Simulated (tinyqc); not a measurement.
Worked calculation (part 2 of 2): MP2 on RHF in the sto-3g basis, frozen core, for BH3, spin multiplicity 1. Computed by tinyqc, a small Python program that keeps every step (integrals from PySCF). Command: `OMP_NUM_THREADS=1 python tinyqc.py 24966 24967 out.jsonl` (the two numbers bound the seeds that draw the settings). One thread of a shared host (Intel(R) Xeon(R) Processor @ 2.60GHz), about 0.2 s of CPU time with the checks.

Geometry (angstrom):
```
atom          x          y         z
B      0.000000   0.000000  0.008000
H      1.341000   0.000000  0.000000
H     -0.671000   1.161000  0.000000
H     -0.671000  -1.161000  0.000000
```

## Iteration 7 (converged): orbitals

converged F (hartree):
```
            1B 1s      1B 2s     1B 2px     1B 2py     1B 2pz      2H 1s      3H 1s      4H 1s
1B 1s   -7.423563  -2.176139   0.000000   0.000000  -0.000147  -0.392365  -0.392405  -0.392405
1B 2s   -2.176139  -1.054342   0.000042   0.000000   0.001392  -0.471467  -0.471472  -0.471472
1B 2px   0.000000   0.000042  -0.127095   0.000000  -0.000001  -0.366313   0.183275   0.183275
1B 2py   0.000000   0.000000   0.000000  -0.126954   0.000000   0.000000  -0.317177   0.317177
1B 2pz  -0.000147   0.001392  -0.000001   0.000000   0.243729   0.001560   0.001560   0.001560
2H 1s   -0.392365  -0.471467  -0.366313   0.000000   0.001560  -0.316788  -0.095152  -0.095152
3H 1s   -0.392405  -0.471472   0.183275  -0.317177   0.001560  -0.095152  -0.316777  -0.095279
4H 1s   -0.392405  -0.471472   0.183275   0.317177   0.001560  -0.095152  -0.095279  -0.316777
```

X:
```
            1B 1s      1B 2s     1B 2px     1B 2py     1B 2pz      2H 1s      3H 1s      4H 1s
1B 1s    1.032873  -0.171504   0.000010   0.000000   0.000189   0.025803   0.025807   0.025807
1B 2s   -0.171504   1.287185  -0.000091   0.000000  -0.001620  -0.264317  -0.264363  -0.264363
1B 2px   0.000010  -0.000091   1.145640   0.000000   0.000001  -0.286149   0.143205   0.143205
1B 2py   0.000000   0.000000   0.000000   1.145479   0.000000   0.000000  -0.247742   0.247742
1B 2pz   0.000189  -0.001620   0.000001   0.000000   1.000010   0.001664   0.001664   0.001664
2H 1s    0.025803  -0.264317  -0.286149   0.000000   0.001664   1.180253  -0.010518  -0.010518
3H 1s    0.025807  -0.264363   0.143205  -0.247742   0.001664  -0.010518   1.180275  -0.010460
4H 1s    0.025807  -0.264363   0.143205   0.247742   0.001664  -0.010518  -0.010460   1.180275
```

Diagonalise F' = X^T F X, C = X C', fill 4 alpha and 4 beta electrons from the bottom; D = 2 C_occ C_occ^T. Each column has its largest component positive (the first on a tie).

F' = X^T F X (hartree):
```
           1          2          3          4          5          6          7          8
1  -7.230949  -1.183512   0.000015   0.000000   0.000111  -0.024275  -0.024283  -0.024283
2  -1.183512  -0.254954  -0.000082   0.000000  -0.001082  -0.340215  -0.340241  -0.340241
3   0.000015  -0.000082   0.166392   0.000000   0.000000  -0.427537   0.213915   0.213915
4   0.000000   0.000000   0.000000   0.166269   0.000000   0.000000  -0.370183   0.370183
5   0.000111  -0.001082   0.000000   0.000000   0.243746   0.001947   0.001947   0.001947
6  -0.024275  -0.340215  -0.427537   0.000000   0.001947   0.019114  -0.025548  -0.025548
7  -0.024283  -0.340241   0.213915  -0.370183   0.001947  -0.025548   0.019154  -0.025472
8  -0.024283  -0.340241   0.213915   0.370183   0.001947  -0.025548  -0.025472   0.019154
```

orbital energies (hartree): MO1 -7.428839, MO2 -0.619174, MO3 -0.421720, MO4 -0.421591, MO5 0.243713, MO6 0.530237, MO7 0.632486, MO8 0.632812

coefficients C:
```
              MO1        MO2        MO3        MO4        MO5        MO6        MO7        MO8
1B 1s    0.991332  -0.224478  -0.000040   0.000000  -0.003048  -0.255147   0.000000   0.000420
1B 2s    0.033706   0.609807   0.000135   0.000000   0.013165   1.233986   0.000000  -0.002100
1B 2px  -0.000002  -0.000066   0.500115   0.000000   0.000002   0.001582   0.000000   1.088701
1B 2py   0.000000   0.000000   0.000000   0.500161   0.000000   0.000000   1.088445   0.000000
1B 2pz  -0.000025  -0.000981   0.000000   0.000000   0.999913  -0.014280   0.000000   0.000021
2H 1s   -0.005455   0.277284   0.535746   0.000000  -0.005195  -0.665924   0.000000  -0.859192
3H 1s   -0.005456   0.277308  -0.267849   0.464020  -0.005190  -0.663793  -0.744973   0.431380
4H 1s   -0.005456   0.277308  -0.267849  -0.464020  -0.005190  -0.663793   0.744973   0.431380
```

D after iteration 7:
```
            1B 1s      1B 2s     1B 2px     1B 2py     1B 2pz      2H 1s      3H 1s      4H 1s
1B 1s    2.066258  -0.206949  -0.000014   0.000000   0.000391  -0.135346  -0.135295  -0.135295
1B 2s   -0.206949   0.746002   0.000054   0.000000  -0.001198   0.337957   0.337769   0.337769
1B 2px  -0.000014   0.000054   0.500230   0.000000   0.000000   0.535832  -0.267947  -0.267947
1B 2py   0.000000   0.000000   0.000000   0.500322   0.000000   0.000000   0.464170  -0.464170
1B 2pz   0.000391  -0.001198   0.000000   0.000000   0.000002  -0.000543  -0.000544  -0.000544
2H 1s   -0.135346   0.337957   0.535832   0.000000  -0.000543   0.727879  -0.133152  -0.133152
3H 1s   -0.135295   0.337769  -0.267947   0.464170  -0.000544  -0.133152   0.727975  -0.133284
4H 1s   -0.135295   0.337769  -0.267947  -0.464170  -0.000544  -0.133152  -0.133284   0.727975
```

## Convergence

Stop when the energy changes by less than 1e-10 hartree and every element of the error matrix X^T (F D S - S D F) X is below 3e-06.

Course of the cycle:
```
iteration   E (hartree)     change  largest element of the error matrix
1          -25.81371672          -                             3.57e-01
2          -26.01480761  -2.01e-01                             4.85e-02
3          -26.01939016  -4.58e-03                             8.90e-03
4          -26.01968414  -2.94e-04                             1.75e-03
5          -26.01969221  -8.07e-06                             1.05e-05
6          -26.01969221  -2.20e-10                             3.26e-06
7          -26.01969221  -1.90e-11                             2.39e-07
```

PySCF RHF in the same basis = -26.01969221 hartree

Converged in 7 iterations.

## Integrals over molecular orbitals

core Hamiltonian H = T + V (hartree):
```
             1B 1s      1B 2s     1B 2px     1B 2py     1B 2pz      2H 1s      3H 1s      4H 1s
1B 1s   -13.504933  -3.506172   0.000012   0.000000   0.000262  -0.621611  -0.621674  -0.621674
1B 2s    -3.506172  -4.573143   0.000113   0.000000   0.002430  -1.613928  -1.614068  -1.614068
1B 2px    0.000012   0.000113  -3.826019   0.000000  -0.000001  -1.536549   0.768962   0.768962
1B 2py    0.000000   0.000000   0.000000  -3.825875   0.000000   0.000000  -1.330437   1.330437
1B 2pz    0.000262   0.002430  -0.000001   0.000000  -3.681177   0.009572   0.009573   0.009573
2H 1s    -0.621611  -1.613928  -1.536549   0.000000   0.009572  -2.879634  -0.284802  -0.284802
3H 1s    -0.621674  -1.614068   0.768962  -1.330437   0.009573  -0.284802  -2.879788  -0.285217
4H 1s    -0.621674  -1.614068   0.768962   1.330437   0.009573  -0.284802  -0.285217  -2.879788
```

Given earlier and not repeated: Two-electron integrals (ij|kl) in chemists' order.

(pq|rs) = sum C_ip C_jq C_kr C_ls (ij|kl), one index at a time.

one-electron integrals over orbitals h = C^T H C (hartree):
```
            1          2          3          4          5          6          7          8
1  -13.489680   0.289814   0.000058   0.000000   0.004123   0.296214   0.000000  -0.000467
2    0.289814  -3.622406   0.000055   0.000000  -0.004128  -0.632252   0.000000   0.001177
3    0.000058   0.000055  -3.309541   0.000000  -0.000003  -0.001088   0.000000  -0.641634
4    0.000000   0.000000   0.000000  -3.309482   0.000000   0.000000  -0.641446   0.000000
5    0.004123  -0.004128  -0.000003   0.000000  -3.681086   0.008016   0.000000  -0.000011
6    0.296214  -0.632252  -0.001088   0.000000   0.008016  -2.896485   0.000000  -0.000297
7    0.000000   0.000000   0.000000  -0.641446   0.000000   0.000000  -3.097255   0.000000
8   -0.000467   0.001177  -0.641634   0.000000  -0.000011  -0.000297   0.000000  -3.097206
```

Two-electron integrals over orbitals (pq|rs), unique and non-zero (hartree); the lowest 1 orbital is frozen and left out:
```
(22|22) 0.427518    (32|22) -0.000033   (32|32) 0.115518    (33|22) 0.416886
(33|32) 0.063909    (33|33) 0.467596    (42|42) 0.115507    (43|42) -0.063898
(43|43) 0.050055    (44|22) 0.416909    (44|32) -0.063924   (44|33) 0.367457
(44|44) 0.467594    (52|22) -0.000023   (52|32) -7.65e-09   (52|33) -0.000113
(52|44) -0.000113   (52|52) 0.068407    (53|22) 1.91e-07    (53|32) -0.000434
(53|33) -0.000427   (53|44) 0.000427    (53|52) 0.000009    (53|53) 0.015715
(54|42) -0.000433   (54|43) 0.000427    (54|54) 0.015715    (55|22) 0.453775
(55|32) 0.000005    (55|33) 0.413764    (55|44) 0.413766    (55|52) 0.002509
(55|53) 8.51e-07    (55|55) 0.586775    (62|22) 0.047756    (62|32) 2.74e-06
(62|33) 0.021109    (62|44) 0.021192    (62|52) -0.000017   (62|53) 1.12e-06
(62|55) 0.115283    (62|62) 0.073965    (63|22) 0.000090    (63|32) -0.045044
(63|33) -0.043474   (63|44) 0.043564    (63|52) 1.65e-06    (63|53) 0.000495
(63|55) 0.000181    (63|62) 0.000201    (63|63) 0.063900    (64|42) -0.044863
(64|43) 0.043428    (64|54) 0.000493    (64|64) 0.063676    (65|22) -0.000826
(65|32) 2.22e-06    (65|33) -0.000315   (65|44) -0.000317   (65|52) 0.063221
(65|53) 0.000036    (65|55) -0.000142   (65|62) -0.001597   (65|63) -2.42e-06
(65|65) 0.062793    (66|22) 0.418402    (66|32) 0.000343    (66|33) 0.414901
(66|44) 0.414508    (66|52) -0.001482   (66|53) -2.15e-06   (66|55) 0.439394
(66|62) 0.027237    (66|63) -0.000125   (66|65) -0.001878   (66|66) 0.430720
(72|42) 0.000305    (72|43) 0.022160    (72|54) 0.000546    (72|64) 0.046505
(72|72) 0.049136    (73|42) 0.046582    (73|43) -0.023916   (73|54) -0.000332
(73|64) -0.032066   (73|72) -0.010559   (73|73) 0.033217    (74|22) 0.051557
(74|32) 0.046596    (74|33) 0.052206    (74|44) 0.004362    (74|52) 0.000933
(74|53) -0.000332   (74|55) 0.105385    (74|62) 0.071892    (74|63) -0.032054
(74|65) -0.000601   (74|66) 0.027137    (74|74) 0.107281    (75|42) 0.001215
(75|43) -0.000629   (75|54) 0.016157    (75|64) -0.000564   (75|72) 0.000135
(75|73) 0.000508    (75|75) 0.020782    (76|42) 0.106052    (76|43) -0.058907
(76|54) -0.000569   (76|64) -0.047718   (76|72) -0.004655   (76|73) 0.049458
(76|75) 0.001060    (76|76) 0.109652    (77|22) 0.441362    (77|32) -0.030032
(77|33) 0.398663    (77|44) 0.466792    (77|52) 0.000468    (77|53) 0.000378
(77|55) 0.467975    (77|62) 0.052168    (77|63) 0.037570    (77|65) -0.000366
(77|66) 0.442372    (77|74) 0.048108    (77|77) 0.509850    (82|22) -0.000098
(82|32) 0.000319    (82|33) -0.022187   (82|44) 0.022097    (82|52) -1.65e-07
(82|53) 0.000546    (82|55) -0.000206   (82|62) -0.000049   (82|63) 0.046528
(82|65) 2.50e-06    (82|66) -0.000081   (82|74) -0.010684   (82|77) 0.028269
(82|82) 0.049129    (83|22) 0.051599    (83|32) -0.046479   (83|33) 0.004462
(83|44) 0.052148    (83|52) 0.000934    (83|53) 0.000332    (83|55) 0.105403
(83|62) 0.071926    (83|63) 0.032206    (83|65) -0.000603   (83|66) 0.026823
(83|74) 0.043436    (83|77) 0.070244    (83|82) 0.010368    (83|83) 0.107156
(84|42) 0.046641    (84|43) -0.023984   (84|54) -0.000333   (84|64) -0.032170
(84|72) -0.010644   (84|73) 0.030727    (84|75) 0.000509    (84|76) 0.049527
(84|84) 0.033318    (85|22) 8.96e-07    (85|32) 0.001216    (85|33) 0.000630
(85|44) -0.000629   (85|52) -0.000106   (85|53) 0.016159    (85|55) -1.78e-07
(85|62) 2.53e-06    (85|63) -0.000566   (85|65) -0.000070   (85|66) 0.000006
(85|74) 0.000509    (85|77) -0.000273   (85|82) 0.000135    (85|83) -0.000506
(85|85) 0.020785    (86|22) 4.16e-07    (86|32) 0.106168    (86|33) 0.059064
(86|44) -0.059028   (86|52) 2.82e-06    (86|53) -0.000571   (86|55) 0.000033
(86|62) 0.000025    (86|63) -0.048040   (86|65) 4.35e-06    (86|66) 0.000368
(86|74) 0.049555    (86|77) -0.030802   (86|82) -0.004746   (86|83) -0.049351
(86|85) 0.001062    (86|86) 0.109881    (87|42) -0.030206   (87|43) 0.034162
(87|54) 0.000378    (87|64) 0.037515    (87|72) 0.028386    (87|73) -0.011172
(87|75) -0.000275   (87|76) -0.030904   (87|84) -0.011236   (87|87) 0.034487
(88|22) 0.441374    (88|32) 0.029678    (88|33) 0.466614    (88|44) 0.398878
(88|52) 0.000468    (88|53) -0.000375   (88|55) 0.467999    (88|62) 0.052075
(88|63) -0.037212   (88|65) -0.000365   (88|66) 0.442604    (88|74) 0.070126
(88|77) 0.441216    (88|82) -0.028446   (88|83) 0.048357    (88|85) 0.000270
(88|86) 0.030522    (88|88) 0.509695
```

## Second-order Moller-Plesset energy

Hartree-Fock energy = -26.01969221 hartree

E2 = sum_ijab (ia|jb) [2 (ia|jb) - (ib|ja)] / (e_i + e_j - e_a - e_b) over occupied i, j and virtual a, b; the opposite-spin part is (ia|jb)^2 / denominator, the rest is same-spin, and SCS-MP2 scales them by 6/5 and 1/3.

Terms (the 40 largest of 74):
```
i  j  a  b    (ia|jb)    (ib|ja)  denominator       term
4  4  7  7   0.107281   0.107281    -2.108154  -0.005459
3  3  8  8   0.107156   0.107156    -2.109063  -0.005444
2  3  6  8   0.071926   0.046528    -2.203943  -0.003176
3  2  8  6   0.071926   0.046528    -2.203943  -0.003176
4  2  7  6   0.071892   0.046505    -2.203488  -0.003174
2  4  6  7   0.071892   0.046505    -2.203488  -0.003174
2  2  5  5   0.068407   0.068407    -1.725774  -0.002712
2  2  6  6   0.073965   0.073965    -2.298822  -0.002380
3  3  6  6   0.063900   0.063900    -1.903914  -0.002145
4  4  6  6   0.063676   0.063676    -1.903657  -0.002130
3  4  8  7   0.043436   0.030727    -2.108609  -0.001157
4  3  7  8   0.043436   0.030727    -2.108609  -0.001157
2  2  7  7   0.049136   0.049136    -2.503320  -0.000964
2  2  8  8   0.049129   0.049129    -2.503972  -0.000964
4  4  8  8   0.033318   0.033318    -2.108806  -0.000526
3  3  7  7   0.033217   0.033217    -2.108411  -0.000523
3  3  6  8   0.032206   0.032206    -2.006488  -0.000517
3  3  8  6   0.032206   0.032206    -2.006488  -0.000517
4  4  8  6  -0.032170  -0.032170    -2.006231  -0.000516
4  4  6  8  -0.032170  -0.032170    -2.006231  -0.000516
3  4  7  6  -0.032066  -0.032054    -2.006034  -0.000513
4  3  6  7  -0.032066  -0.032054    -2.006034  -0.000513
4  3  7  6  -0.032054  -0.032066    -2.006034  -0.000512
3  4  6  7  -0.032054  -0.032066    -2.006034  -0.000512
2  3  8  6   0.046528   0.071926    -2.203943  -0.000446
3  2  6  8   0.046528   0.071926    -2.203943  -0.000446
2  4  7  6   0.046505   0.071892    -2.203488  -0.000446
4  2  6  7   0.046505   0.071892    -2.203488  -0.000446
4  3  8  7   0.030727   0.043436    -2.108609  -0.000263
3  4  7  8   0.030727   0.043436    -2.108609  -0.000263
4  4  5  5   0.015715   0.015715    -1.330609  -0.000186
3  3  5  5   0.015715   0.015715    -1.330866  -0.000186
2  4  8  7  -0.010684  -0.010644    -2.306063  -0.000050
4  2  7  8  -0.010684  -0.010644    -2.306063  -0.000050
2  4  7  8  -0.010644  -0.010684    -2.306063  -0.000049
4  2  8  7  -0.010644  -0.010684    -2.306063  -0.000049
2  3  7  7  -0.010559  -0.010559    -2.305865  -0.000048
3  2  7  7  -0.010559  -0.010559    -2.305865  -0.000048
2  3  8  8   0.010368   0.010368    -2.306518  -0.000047
3  2  8  8   0.010368   0.010368    -2.306518  -0.000047
```

Pair energies (hartree; pair i-j sums ij and ji):
```
pair  opposite spin  same spin
2-2       -0.007020          0
3-2       -0.006850  -0.000586
3-3       -0.009332          0
4-2       -0.006853  -0.000585
4-3       -0.004735  -0.000153
4-4       -0.009333          0
```

MP2 correlation energy = -0.04544691 hartree

SCS-MP2 correlation energy = -0.05338898 hartree

MP2 total energy = -26.06513912 hartree
